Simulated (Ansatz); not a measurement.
The input, for Ansatz 0.2.0:

```yaml
crystal:
  periodic: [false, false, false]
  atoms:
    - {symbol: C, position_ang: [0.000000, 0.000000, 1.634303]}
    - {symbol: Ga, position_ang: [0.000000, 0.000000, -0.344779]}
    - {symbol: H, position_ang: [0.000000, 0.933392, 2.187576]}
    - {symbol: H, position_ang: [0.000000, -0.933392, 2.187576]}
basis:
  gaussian: {orbitals: cc-pVTZ}
total_charge: 1
magnetization: {spin_polarized: false, initial_magnetization: 2}
correlation: {method: ccsd_t, electrons: outside_noble_gas}
output: {forces: true}
```

```sh
$ ansatz run in.yaml --threads 2 --pin off --events-out ev --progress --plain --max-ram 24576MiB --backend cuda --devices 0, --max-vram 18GiB
```

Task: Roughly how long does this take on 2 threads of AMD EPYC 7R13 with a shared H100 80 GB, shared host, and how much host memory?

Result: 22 s wall and 0.94 GiB.

```
612 factors; integrals over basis functions are off by at most 1.2e-3 eV
mean field evaluation 1: about -53384.8561 eV, gradient 3.3e1 eV
mean field evaluation 2: about -53384.8579 eV, gradient 3.3e1 eV
mean field evaluation 4: about -53388.6161 eV, gradient 4.8e0 eV
mean field evaluation 8: about -53388.8668 eV, gradient 4.4e-1 eV
mean field evaluation 16: about -53388.6151 eV, gradient 4.8e0 eV
mean field evaluation 32: about -53385.6238 eV, gradient 2.2e0 eV
mean field evaluation 64: about -53385.6767 eV, gradient 2.9e-3 eV
mean field evaluation 96: about -53385.6758 eV, gradient 3.9e-2 eV
mean field -53388.86842497 eV, -1962.0047263428 hartree, gradient 1.4e-6 eV, S^2 2.000000; 2 other end points of the search recorded, 0 dependent functions left out
determinant -53388.86842497 eV, -1962.0047263428 hartree, with singles and doubles -53394.39018110 eV, -1962.2076471378 hartree
determinant -53385.67671638 eV, -1961.8874332156 hartree, with singles and doubles -53390.44775348 eV, -1962.0627655950 hartree
15 core orbitals not correlated: weight in the atoms' cores, before any rotation towards them, 0.995 or more for the frozen orbitals, at most 0.004 for the correlated occupied ones
reference -53388.86842497 eV, -1962.0047263428 hartree; 5, 3 occupied and 81, 83 virtual orbitals, 612 factors
second order -4.68257057 eV of doubles, -0.13601366 eV of singles
cycle   1  -5.40731794 eV  change   -3.9e-1 eV  update   1.9e-2
cycle   2  -5.41893561 eV  change   -1.2e-2 eV  update   4.3e-3
cycle   3  -5.41852913 eV  change    4.1e-4 eV  update   1.6e-3
cycle   4  -5.41883092 eV  change   -3.0e-4 eV  update   5.1e-4
cycle   5  -5.41890836 eV  change   -7.7e-5 eV  update   2.3e-4
cycle   6  -5.41895608 eV  change   -4.8e-5 eV  update   9.7e-5
cycle   7  -5.41900715 eV  change   -5.1e-5 eV  update   3.6e-5
cycle   8  -5.41901359 eV  change   -6.4e-6 eV  update   1.1e-5
cycle   9  -5.41900938 eV  change    4.2e-6 eV  update   4.3e-6
cycle  10  -5.41900816 eV  change    1.2e-6 eV  update   2.1e-6
cycle  11  -5.41900713 eV  change    1.0e-6 eV  update   9.0e-7
perturbative correction -0.19475285 eV, -0.0071570352 hartree
the calculation of the forces begins
Total energy: -53394.48218495 eV, -1962.2110282169 hartree
Atom 0 at     0.000000     0.000000     1.634303 Å, force     0.000000     0.000000     0.425650 eV/Å
Atom 1 at     0.000000     0.000000    -0.344779 Å, force    -0.000000    -0.000000    -0.117004 eV/Å
Atom 2 at     0.000000     0.933392     2.187576 Å, force    -0.000000     0.147340    -0.154323 eV/Å
Atom 3 at     0.000000    -0.933392     2.187576 Å, force    -0.000000    -0.147340    -0.154323 eV/Å
Dipole moment:    -0.000000     0.000000     0.015773 e Å
```

Forces (eV/Å):
```
C    0.000  0.000  0.426
Ga   0.000  0.000 -0.117
H    0.000  0.147 -0.154
H    0.000 -0.147 -0.154
```
